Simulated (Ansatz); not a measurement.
# C3H4FN: the cost of one run

Program: Ansatz 0.2.0, driven from Python. Level of theory: CAM-B3LYP/def2-SVP. These are calculated values, not measurements.

## 1. The structure

Bond lengths: C1–N2 1.290 Å, N2–C3 1.369 Å, C3–C4 1.333 Å, C4–F5 1.345 Å, C1–H6 1.104 Å, C1–H7 1.102 Å, C3–H8 1.088 Å, C4–H9 1.080 Å. Angles: C1–N2–C3 116.0°, N2–C1–H6 124.4°, N2–C1–H7 119.3°, H6–C1–H7 116.3°, N2–C3–C4 122.0°, N2–C3–H8 120.1°, C4–C3–H8 117.9°, C3–C4–F5 121.7°, C3–C4–H9 126.4°, F5–C4–H9 111.9°.

No structure file is read: the coordinates are typed or built in the script.

## 2. The script

File bde.py:

```python
"""Cost of removing each kind of hydrogen from C3H4FN, fragments frozen."""

from dataclasses import dataclass
import logging
import sys

import ansatz as az

logging.basicConfig(stream=sys.stdout, format="[%(levelname)s] %(message)s")
log = logging.getLogger("calc")
log.setLevel(logging.INFO)


@dataclass
class Options:
    basis_set: str = "def2-SVP"
    functional: str = "cam_b3lyp"


cfg = Options()


def total_energy(molecule, charge=0, unpaired=0):
    calc = (
        molecule.calculation()
        .basis(gaussian=cfg.basis_set)
        .functional(cfg.functional)
    )
    if charge:
        calc = calc.charge(charge)
    if unpaired:
        calc = calc.spin("collinear", total=unpaired)
    return calc.run().report["free_energy_ev"]

def without(molecule, index):
    rest = az.Crystal.molecule()
    for i, site in enumerate(molecule.cartesian_sites):
        if i != index:
            rest = rest.atom(site.symbol, site.position_ang)
    return rest


def main() -> None:
    geometry_ang = [
        ("C", [-1.8062, 0.0416, 0.0485]),
        ("N", [-0.6922, -0.6047, -0.0231]),
        ("C", [0.4448, 0.1569, -0.0007]),
        ("C", [1.6597, -0.3863, -0.068]),
        ("F", [2.7735, 0.3682, -0.0455]),
        ("H", [-1.8862, 1.1405, 0.1245]),
        ("H", [-2.7556, -0.5177, 0.035]),
        ("H", [0.3741, 1.2403, 0.074]),
        ("H", [1.8882, -1.4387, -0.1446]),
    ]
    system = az.Crystal.molecule()
    for symbol, xyz in geometry_ang:
        system = system.atom(symbol, xyz)

    whole = total_energy(system, 0)
    hydrogen = total_energy(az.Crystal.molecule().atom("H", (0, 0, 0)), 0, 1)
    log.info(f"E(molecule) = {whole:.5f} eV, E(H) = {hydrogen:.5f} eV")
    for index in [6, 7, 8]:
        radical = total_energy(without(system, index), 0, 1)
        log.info(f"H{index}: homolysis {23.060548 * (radical + hydrogen - whole):.1f} kcal/mol")


if __name__ == "__main__":
    main()
```

## 3. The input behind the calls

The engine receives this input (first run):

```yaml
crystal:
  periodic: [false, false, false]
  atoms:
    - { symbol: C, position_ang: [-1.8062, 0.0416, 0.0485] }
    - { symbol: "N", position_ang: [-0.6922, -0.6047, -0.0231] }
    - { symbol: C, position_ang: [0.4448, 0.1569, -0.0007] }
    - { symbol: C, position_ang: [1.6597, -0.3863, -0.068] }
    - { symbol: F, position_ang: [2.7735, 0.3682, -0.0455] }
    - { symbol: H, position_ang: [-1.8862, 1.1405, 0.1245] }
    - { symbol: H, position_ang: [-2.7556, -0.5177, 0.035] }
    - { symbol: H, position_ang: [0.3741, 1.2403, 0.074] }
    - { symbol: H, position_ang: [1.8882, -1.4387, -0.1446] }
basis:
  gaussian:
    orbitals: def2-SVP
hamiltonian:
  xc: cam_b3lyp
```

## 4. The run

Command:

```console
python bde.py
```

Q: Estimate wall time and peak memory on 1 thread of Intel Xeon 6975P-C (Granite Rapids), shared host.

About 12 s, with a peak of 0.28 GiB.
